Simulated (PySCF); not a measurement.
Worked example: correlation energy of AsH3, singlet

Geometry: a PBE0/def2-TZVP stationary point for this spin, not checked as a minimum.

```xyz
4

As    0.0002    0.0000   -0.0329
H     1.2593    0.0140    0.8215
H    -0.6489    1.0868    0.8116
H    -0.6239   -1.1021    0.8106
```

Basis 6-31G (Cartesian d functions); PySCF 2.14.0. Correlated methods freeze the noble-gas cores and the filled d shells of p-block atoms, which leaves 8 electrons in 21 orbitals. Prefix R: restricted or restricted open-shell reference. No spin–orbit coupling is included, and no scalar relativity.

Full CI isn't at hand for all of this; RCCSDT(Q) serves as the reference, and is uncertain by the last step of the cluster series or more.

RCCSD has a T1 diagnostic of 0.008 and a largest doubles amplitude of 0.06.

| level | total energy (hartree) |
| --- | --- |
| RHF | -2235.556714 |
| RMP2 | -2235.620503 |
| RCCSD | -2235.642743 |
| RCCSD(T) | -2235.643634 |
| RCCSDT | -2235.643834 |
| RCCSDT(Q) | -2235.643873 |

Question: What is the correlation energy at RCCSDT(Q), and what share of it do RMP2 and RCCSD(T) recover?

Answer: E(corr) = -2235.643873 − (-2235.556714) = -0.087159 hartree = -2.372 eV. RMP2: -0.063789 / -0.087159 = 73.19 %. RCCSD(T): -0.086920 / -0.087159 = 99.73 %.

Question: By how many kcal/mol does RCCSD(T) miss RCCSDT(Q) (1 hartree = 627.509 kcal/mol), and which steps make up the rest?

Answer: -2235.643634 − (-2235.643873) = 0.000239 hartree = 0.15 kcal/mol. Steps: RCCSDT − RCCSD(T) = -0.13, RCCSDT(Q) − RCCSDT = -0.02 kcal/mol. That is within 1 kcal/mol of the reference in this basis, which itself misses far more of the correlation at the basis-set limit.
